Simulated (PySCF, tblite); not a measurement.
System: O2S, singlet: symmetric bend, bond length relaxed. Scanned: O-S-O angle. Other coordinates (S-O bond length) were minimised at PBE0/def2-TZVP.

Cartesian coordinates as functions of the variables (Å; names that start with a are angles):
```
S  0  0  0
O  r*sin(a/2)  0  r*cos(a/2)
O  -r*sin(a/2)  0  r*cos(a/2)
```

- PBE0/cc-pVTZ (PySCF)
- B3LYP/cc-pVTZ (PySCF)
- CCSD on RHF/cc-pVTZ, 7 core orbitals frozen (PySCF)
- GFN2-xTB, 300 K electronic temperature (tblite)
- CAM-B3LYP/cc-pVTZ (PySCF)
- CCSD(T) on RHF/cc-pVTZ, 7 core orbitals frozen (PySCF)

Energies in kJ/mol, each method relative to its own lowest point.

| a / ° | PBE0 | B3LYP | CCSD | GFN2-xTB | CAM-B3LYP | CCSD(T) |
|---|---|---|---|---|---|---|
| 170 | 263.6 | 253.9 | 271.7 | 238.8 | 267.5 | 246.5 |
| 160 | 200.0 | 193.2 | 204.3 | 182.4 | 202.9 | 188.0 |
| 150 | 127.4 | 123.5 | 129.0 | 119.1 | 129.4 | 119.8 |
| 140 | 64.1 | 62.4 | 64.2 | 63.1 | 65.2 | 59.9 |
| 130 | 19.6 | 19.1 | 19.1 | 21.6 | 20.0 | 17.9 |
| 120 | 0.0 | 0.0 | 0.0 | 0.0 | 0.0 | 0.0 |
| 110 | 11.0 | 10.7 | 12.5 | 4.1 | 10.9 | 11.8 |
| 100 | 59.7 | 58.1 | 63.6 | 41.7 | 60.0 | 60.0 |
| 90 | 156.5 | 152.2 | 163.4 | 124.4 | 157.6 | 153.5 |
| 80 | 316.9 | 307.8 | 326.4 | 271.3 | 319.5 | 304.9 |
